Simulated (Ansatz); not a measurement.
**BSiHO (triplet): the correlation ladder, def2-TZVPP**

One table from this session's results is given with a row withheld; the runs are named, their logs left out.

Method: def2-TZVPP, core rule «outside noble gas», up to 7 orbitals frozen; program: Ansatz 0.2.0, Gaussian basis.

To be run: UHF; ROHF; CCSD(T) on UHF.

2 further runs of the same task are left out: 2 set aside as unsound or not needed.

## What is computed

The geometry is a PBE0/def2-TZVP stationary point (not a proven minimum).

4 atoms, charge 0, spin multiplicity 3.

Atoms are counted from 1 here; the program's logs count them from 0.

Bond lengths: B1–Si2 1.800 Å, B1–H4 1.175 Å, Si2–O3 1.513 Å. Angles: Si2–B1–H4 180.0°, B1–Si2–O3 180.0°.

The first run:

Input file in.yaml:

```yaml
crystal:
  periodic: [false, false, false]
  atoms:
    - {symbol: B, position_ang: [0.000000, 0.000000, 0.984275]}
    - {symbol: Si, position_ang: [0.000000, 0.000000, -0.815325]}
    - {symbol: O, position_ang: [0.000000, 0.000000, -2.328425]}
    - {symbol: H, position_ang: [0.000000, 0.000000, 2.159475]}
basis:
  gaussian: {orbitals: def2-TZVPP}
magnetization: {spin_polarized: true, initial_magnetization: 2}
hamiltonian: {xc: hf}
output: {orbitals: {seedname: orbitals}}
```

Started as:

```console
$ ansatz run in.yaml --threads 1 --pin off --events-out ev --progress --plain --max-ram 4096MiB --backend cpu
```

Steps of the session up to this table: UHF; ROHF; CCSD(T) on UHF.

One table of the session follows, with a row left open; its other results are not shown here.

```
  method  from UCCSD(T) (kJ/mol)
    ROHF                 +1181.0
     UHF                       ?
    UMP2                   +94.9
   UCCSD                   +56.0
UCCSD(T)                       0
```

Estimate the missing values for UHF.

The run gave: from UCCSD(T) (kJ/mol): +1168.9. In the column «from UCCSD(T) (kJ/mol)» it lies between UMP2 (+94.9) and ROHF (+1181.0).

With the free atoms at the same levels and basis (separate runs), the atomisation energy is 12.370 eV at UCCSD(T), 8.783 eV at ROHF.
